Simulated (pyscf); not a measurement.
Optimised with ωB97X-D3(BJ)/def2-SVP in PySCF.

Question: Estimate the classical barrier height and the reaction energy of `[NH][SiH3]` [doublet] + `[H][H]` -> `[NH2][SiH3]` + `[H]` [doublet] at ωB97M-D3(BJ)/def2-TZVP. The step runs on the doublet surface, breaks H–H and forms H–N; take the separated reactants as zero.

Answer: ΔE‡ = 7.7 kcal/mol, ΔE = -8.3 kcal/mol. Zero-point energy shifts the barrier by +1.6 kcal/mol. It is a hydrogen abstraction, with an imaginary mode of 1258i cm⁻¹. •HN–SiH₃ lies 20.8 kcal/mol over its isomer H₂N–SiH₂• (electronic energy, ωB97M-D3(BJ)/def2-TZVP). This is the saddle that the search found; another between the same sides may lie lower. The angle at the transferred H is 157°.
